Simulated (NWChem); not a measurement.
# methanol (CH₄O); SMILES OC

Results from NWChem. Structure relaxed at the PBE0-D3(BJ)/def2-TZVP level. Level: M06-2X/def2-SVP with COSMO at NWChem's default radii, gas-phase geometry; rows give the dielectric constant.

```tsv
dielectric constant	electrostatic solvation energy (kcal/mol)	dipole in solution (D)
2.4	…	…
3.9	-3.6	1.96
4.8	-3.8	1.98
20.7	-4.7	2.04
46.7	-4.9	2.05
```

Problem. Fill in the missing entries.

Solution. 
- 2.4, electrostatic solvation energy (kcal/mol): -2.8
- 2.4, dipole in solution (D): 1.90
